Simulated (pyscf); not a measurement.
Optimised with ωB97X-D3(BJ)/def2-SVP in PySCF.

Problem. PBE/def2-TZVP puts the barrier of CH₃• + H₃C–AlH–CH₃ -> CH₄ + •H₂C–AlH–CH₃ (hydrogen abstraction; doublet surface; C–H broken, C–H formed) at 23.3 kJ/mol and the reaction energy at -34.1 kJ/mol, from the separated reactants. What do r²SCAN/def2-TZVP, B3LYP-D3(BJ)/def2-TZVP, ωB97M-D3(BJ)/def2-TZVP give on the same structures?

Solution. r²SCAN: ΔE‡ = 37.3 kJ/mol, ΔE = -32.0 kJ/mol; B3LYP-D3(BJ): ΔE‡ = 37.4 kJ/mol, ΔE = -35.9 kJ/mol; ωB97M-D3(BJ): ΔE‡ = 51.5 kJ/mol, ΔE = -34.3 kJ/mol. PBE's barrier lies under all of them, by 13.9 to 28.2 kJ/mol. Its reaction energy lies among theirs. Low barriers are usual for a GGA, whose delocalisation error favours stretched bonds. On the reactant side the descent ends in a bound adduct (not fully relaxed), 37.4 kJ/mol under the separated species and 84.1 kJ/mol under the saddle at ωB97X-D3(BJ)/def2-TZVP. The same reactants have a lower exit, to CH₄ + [H₃C–Al–CH₃]• (barrier +4.6 kJ/mol at ωB97M-D3(BJ)/def2-TZVP, against +51.5 kJ/mol here). •H₂C–AlH–CH₃ lies 59.7 kJ/mol over its isomer [H₃C–Al–CH₃]• (electronic energy, ωB97M-D3(BJ)/def2-TZVP). One saddle was located; it need not be the lowest between these sides. The angle at the transferred H is 174°.
